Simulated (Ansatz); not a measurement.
# C2H2FNO2: up Jacob's ladder to CCSD(T)

The task here is to estimate one member of a computed series from the others.

Method: functionals in def2-TZVPP, the program's frozen cores in correlated methods; program: Ansatz 0.2.0, Gaussian basis.

The runs, in order: LDA (SPW92), PBE-D4, revPBE-D4, BLYP-D4, r2SCAN-D4, B97M-V, PBE0-D4, B3LYP-D4, r2SCANh-D4, r2SCAN0-D4, HSE06-D4, BHLYP-D4, CAM-B3LYP-D4, LC-ωPBE, ωB97X-V, ωB97M-V, B2PLYP, PBE-QIDH; CCSD(T)/def2-SVP; CCSD(T)/def2-TZVPP; MP2/def2-QZVPP; extrapolation to the limit; RPA on PBE.

## Structure used throughout

All runs share one geometry, relaxed beforehand with PBE0-D4 in a triple-zeta def2 set.

SMILES `OC1=NC(F)O1`, 8 atoms, charge 0, spin multiplicity 1.

Atoms are counted from 1 here; the program's logs count them from 0.

Bond lengths: O1–C2 1.304 Å, O1–H7 0.966 Å, C2–N3 1.285 Å, C2–O6 1.344 Å, N3–C4 1.446 Å, C4–F5 1.331 Å, C4–O6 1.474 Å, C4–H8 1.091 Å. Angles: C2–O1–H7 108.3°, O1–C2–N3 134.3°, O1–C2–O6 120.2°, N3–C2–O6 105.4°, C2–N3–C4 83.0°, N3–C4–F5 116.0°, N3–C4–O6 91.5°, N3–C4–H8 116.7°, F5–C4–O6 110.9°, F5–C4–H8 110.1°, O6–C4–H8 110.2°, C2–O6–C4 80.0°.

Set-up of the first run:

File in.yaml:

```yaml
crystal:
  periodic: [false, false, false]
  atoms:
    - {symbol: O, position_ang: [1.541629, 0.732032, 1.015018]}
    - {symbol: C, position_ang: [0.549116, 0.218810, 0.343234]}
    - {symbol: N, position_ang: [0.458948, -0.482349, -0.729978]}
    - {symbol: C, position_ang: [-0.960463, -0.318616, -0.506728]}
    - {symbol: F, position_ang: [-1.644682, -1.433907, -0.262278]}
    - {symbol: O, position_ang: [-0.717344, 0.432622, 0.737572]}
    - {symbol: H, position_ang: [2.365041, 0.491602, 0.570109]}
    - {symbol: H, position_ang: [-1.499945, 0.302705, -1.222650]}
basis:
  gaussian: {orbitals: def2-TZVPP}
hamiltonian: {xc: lda}
output: {orbitals: {seedname: orbitals}}
```

Started as:

```sh
ansatz run in.yaml --threads 4 --pin off --events-out ev --progress --plain --max-ram 10444MiB
```

Steps of the session up to this table: LDA; PBE-D4 (GGA); revPBE-D4 (GGA); BLYP-D4 (GGA); r2SCAN-D4 (meta-GGA); B97M-V (meta-GGA); B3LYP-D4 (hybrid); r2SCANh-D4 (hybrid); r2SCAN0-D4 (hybrid); HSE06-D4 (hybrid); BHLYP-D4 (hybrid); CAM-B3LYP-D4 (range-separated); LC-ωPBE (range-separated); ωB97X-V (range-separated); ωB97M-V (range-separated); B2PLYP (double hybrid); PBE-QIDH (double hybrid).

One of the session's tables, all rows but one given; the rest of the session is left out.

It belongs to the step «Orbital energies across the functionals». 

```
  functional  HOMO (eV)  LUMO (eV)  gap (eV)
 LDA (SPW92)      -6.95      -0.87      6.09
      PBE-D4      -6.71      -0.55      6.15
   revPBE-D4      -6.62      -0.43      6.18
     BLYP-D4          ?          ?         ?
   r2SCAN-D4      -7.01      -0.26      6.75
      B97M-V      -7.06      -0.10      6.96
     PBE0-D4      -8.19       0.50      8.69
    B3LYP-D4      -7.95       0.07      8.02
  r2SCANh-D4      -7.57       0.14      7.71
  r2SCAN0-D4      -8.40       0.74      9.15
    HSE06-D4      -7.78       0.13      7.91
    BHLYP-D4      -9.57       1.10     10.66
CAM-B3LYP-D4      -9.65       1.23     10.88
     LC-ωPBE     -11.01       2.64     13.65
     ωB97X-V     -10.62       2.45     13.07
     ωB97M-V     -10.53       1.95     12.48
```

**Question.** Estimate the row for BLYP-D4.

Worked estimate for «HOMO (eV)». Against the share of exact exchange, B3LYP-D4 (0.2, -7.95), BHLYP-D4 (0.5, -9.57) give a slope of -5.40 per unit share; at 0 the line stands at -6.87.

The run gave: HOMO (eV): -6.60; LUMO (eV): -0.51; gap (eV): 6.09. In «HOMO (eV)» the line misses by -0.27.
